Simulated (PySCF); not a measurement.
Question: What does the CAM-B3LYP/def2-SVP structure of InChI=1S/C3H2ClNO/c4-3-5-1-2-6-3/h1-2H look like in three dimensions?

Answer: 
Z-matrix in Å and degrees, rows numbered from 1:
```
Cl
C   1  1.6980
N   2  1.2829  1  127.96
C   3  1.3828  2  104.02  1  -179.98
C   4  1.3538  3  109.02  2     0.03
O   2  1.3397  1  116.95  3  -179.99
H   4  1.0876  3  122.01  2  -179.87
H   5  1.0852  4  135.41  3   179.93
```

The 2 C–O bonds span 1.340 Å (C2–O6, aromatic) to 1.362 Å (C5–O6, aromatic), a spread of 0.022 Å. N3 (pyridine-type nitrogen) is bent (angle 104.0°). The 6 heavy atoms lie in one plane (0.000 Å rms). The 2 C–N bonds span 1.283 Å (C2–N3, aromatic) to 1.383 Å (N3–C4, aromatic), a spread of 0.100 Å.

The calculation used PySCF, CAM-B3LYP/def2-SVP geometry optimisation, gas phase.

Point group: Cs (tolerance 0.08 Å). CAM-B3LYP/def2-SVP frequencies: not computed here.

The run took 57 s of wall time on an Arm Neoverse N1 with one thread, on a shared host, and the process peaked at 0.49 GiB of memory. This is the geometry optimisation.
